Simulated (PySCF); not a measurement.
Electric field gradients and quadrupole coupling constants

Species: C3H3O3 (charge -1).
Atom-mapped SMILES: `[CH2:1]=[C:2]([O-:3])[C:4](=[O:5])[OH:6]` (hydrogens: H7, H8 on C1; H9 on O6)

Geometry (PBE0-D3(BJ)/def2-SVP, Å), atoms numbered from 1 in this order:
```
atom  x, y, z in Å
C1    -1.3167    0.6370   -0.0397
C2    -0.6578   -0.5834   -0.0151
O3    -1.1124   -1.7492   -0.0184
C4     0.8788   -0.4832    0.0301
O5     1.6404   -1.4230    0.0819
O6     1.4105    0.7751    0.0054
H7    -0.7810    1.5863   -0.0394
H8    -2.4113    0.6434   -0.0710
H9     2.3633    0.6025    0.0427
```

Field gradients from the PBE0/pcSseg-1 density (PySCF, non-relativistic), principal values in atomic units, ordered |Vxx| ≤ |Vyy| ≤ |Vzz|:

```csv
atom,Vxx,Vyy,Vzz
O3,0.1848,1.1900,-1.3748
O5,0.6928,0.8541,-1.5469
O6,-0.3131,-1.3311,1.6441
```

**Question.** Find the asymmetry η = (Vxx − Vyy)/Vzz and the couplings χ = eQV/h (234.96 MHz × Q in barn × V in au), with Q(17O) = −0.0256 b.

**Answer.** 
```
atom           environment  nucleus     η  χzz (MHz)  χxx (MHz)  χyy (MHz)
  O3        enolate oxygen      17O  0.73       8.27      -1.11      -7.16
  O5  acid carbonyl oxygen      17O  0.10       9.30      -4.17      -5.14
  O6  acid hydroxyl oxygen      17O  0.62      -9.89       1.88       8.01
```

**Question.** What is Vzz at O5 in SI units (1 au = 9.71736 × 10²¹ V/m²)?

**Answer.** -1.5469 au = -15.032 × 10²¹ V/m².

Were the hydrogens deuterons (Q(2H) = 0.00286 b), χzz would run from 218 kHz (H8) to 297 kHz (H9).

Geometry: PBE0-D3(BJ)/def2-SVP, one conformer, isolated ion. The pcSseg-1 basis has no diffuse functions, a weakness for an anion. With so small a basis the couplings can be 20 % off.
